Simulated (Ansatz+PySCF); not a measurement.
Values are calculated unless marked as measured or tabulated.
# Several solutions for singlet NH₃

```yaml
atoms:
  - { symbol: N, position_ang: [0.0000, 0.0000, 0.1824] }
  - { symbol: H, position_ang: [1.4038, 0.0000, -0.4255] }
  - { symbol: H, position_ang: [-0.7019, 1.2157, -0.4255] }
  - { symbol: H, position_ang: [-0.7019, -1.2157, -0.4255] }
```

Basis set: 6-31G* (spherical functions). Charge 0, multiplicity 1.

UHF was run from several starts with Ansatz (development build ahead of 0.2.0) and PySCF 2.14.0.

```
run  program                                 start  converged  energy (hartree)  <S²>
  A   Ansatz               stability test followed        yes         -55.92554  1.30
  B    PySCF                      program defaults        yes         -55.89313  0.00
  C   Ansatz               atomic start, no search        yes         -55.89313  0.00
  D    PySCF      guess 1e, instabilities followed        yes         -55.92554  1.30
  E    PySCF   guess minao, instabilities followed        yes         -55.92554  1.30
  F   Ansatz           search for the lowest state        yes         -55.92554  1.30
  G    PySCF    guess atom, instabilities followed        yes         -55.92554  1.30
  H    PySCF  guess huckel, instabilities followed        yes         -55.92554  1.30
```

Q: Which runs reached the lowest solution of this kind, and what is wrong with the others?

A: A, D, E, F, G, H reached the lowest solution found. Converged but too high: B by 0.88 eV, C by 0.88 eV. Convergence only shows a stationary point, and even a stable one can lie too high; stability tests and further starts are what find lower ones. Caution: the unrestricted determinant is a mixture of spin states.
